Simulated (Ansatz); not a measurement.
# AlH2O2 radical (SMILES [OH][Al][OH]): functionals against CCSD(T) at one geometry

The task here is to estimate one member of a computed series from the others.

Method: single points in def2-TZVPP; program: Ansatz 0.2.0, Gaussian basis.

Correlated methods freeze the cores. Orbitals are unrestricted.

### Where the work starts

SMILES `[OH][Al][OH]`, 5 atoms, charge 0, spin multiplicity 2.

Atoms are counted from 1 here; the program's logs count them from 0.

Bond lengths: O1–Al2 1.467 Å, O1–H4 0.966 Å, Al2–O3 1.840 Å, O3–H5 0.848 Å. Angles: Al2–O1–H4 168.9°, O1–Al2–O3 157.8°, Al2–O3–H5 164.3°.

As a file:

```
O    -1.47950   -0.10700   -0.29130
Al   -0.11000   -0.33490    0.18280
O     1.69190   -0.02740    0.39700
H    -2.29740    0.11130   -0.75610
H     2.52470    0.07050    0.26890
```

Set-up of the first run:

The input, run/in.yaml:

```yaml
crystal:
  periodic: [false, false, false]
  atoms:
    - {symbol: O, position_ang: [-1.479500, -0.107000, -0.291300]}
    - {symbol: Al, position_ang: [-0.110000, -0.334900, 0.182800]}
    - {symbol: O, position_ang: [1.691900, -0.027400, 0.397000]}
    - {symbol: H, position_ang: [-2.297400, 0.111300, -0.756100]}
    - {symbol: H, position_ang: [2.524700, 0.070500, 0.268900]}
basis:
  gaussian: {orbitals: def2-TZVPP}
magnetization: {spin_polarized: true, initial_magnetization: 1}
correlation: {method: ccsd_t}
scf: {omitted_lower_state_checks: [cluster_reference]}
output: {forces: true}
```

The command line of these runs was not kept.

Steps of the session up to this table: CCSD(T)/def2-TZVPP; PBE0-D4/def2-TZVPP; wB97M-V/def2-TZVPP; r2SCAN-D4/def2-TZVPP; PBE-D4/def2-TZVPP; CAM-B3LYP-D4/def2-TZVPP; BHLYP-D4/def2-TZVPP.

One of the session's tables, all rows but one given; the rest of the session is left out.

| method | RMS force component (eV/Å) | angle to CCSD(T) forces (°) | dipole (D) |
| --- | --- | --- | --- |
| CCSD(T) | 5.771 | reference | 2.63 |
| PBE0-D4 | 5.656 | 0.9 | 2.52 |
| wB97M-V | 5.674 | 0.9 | 2.43 |
| r2SCAN-D4 | 5.681 | 0.8 | 2.49 |
| PBE-D4 | ? | ? | ? |
| CAM-B3LYP-D4 | 5.646 | 1.2 | 2.54 |
| BHLYP-D4 | 5.592 | 1.7 | 2.63 |

Q: Estimate the row for PBE-D4 from the others.

The run gave: RMS force component (eV/Å): 5.733; angle to CCSD(T) forces (°): 2.7; dipole (D): 2.29. In the column «RMS force component (eV/Å)» it lies between r2SCAN-D4 (5.681) and CCSD(T) (5.771).
